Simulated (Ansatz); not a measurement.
Ideal-gas functions of CH$_{4}$FN, SMILES `NCF` at 298.15 K and 1 bar, from an Ansatz frequency run at PBE0-D4/def2-TZVP.

Molar mass 49.05 g/mol, point group Cs (symmetry number 1), electronic degeneracy 1, moments of inertia 12.203, 51.654, 57.869 u Å². Harmonic wavenumbers (cm⁻¹, unscaled): 426, 468, 777, 932, 963, 1201, 1261, 1382, 1409, 1510, 1675, 3078, 3134, 3559, 3647.

Use S(trans) = R[1.5 ln M + 2.5 ln T − 1.1517]; rotational temperatures θ = 24.2544 K / I; S(rot) = R[ln(√π/σ · √(T³/θAθBθC)) + 1.5]; for each mode x = 1.438777 ν̃/T, S = R[x/(eˣ − 1) − ln(1 − e⁻ˣ)] and H = RT x/(eˣ − 1); 1 cm⁻¹ = 0.0119627 kJ/mol; R = 8.31446 J/(mol·K).

Question: By hand: the entropy, in J/(mol·K).

Answer: Translation 157.4. Rotation: θ = 1.9876, 0.4696, 0.4191 K, giving 92.2. Vibration, mode by mode: 3.65, 3.11, 0.95, 0.51, 0.45, 0.17, 0.13, 0.08, 0.07, 0.05, 0.02, 0.00, 0.00, 0.00, 0.00, in all 9.2. Electronic 0.0. Sum 258.8 J/(mol·K).

Question: By hand: H − E and G − E in kJ/mol, counted from the electronic energy.

Answer: Zero-point energy ½ × 25422 × 0.0119627 = 152.1; thermal vibration 2.0; translation, rotation and pV give 4 RT = 9.9. H − E = 164.0 kJ/mol, and G − E = 164.0 − 298.15 × 258.8/1000 = 86.8 kJ/mol.

Vibration gives 4 % of the entropy. The sum counts one conformer and one mirror image; others add a mixing term.
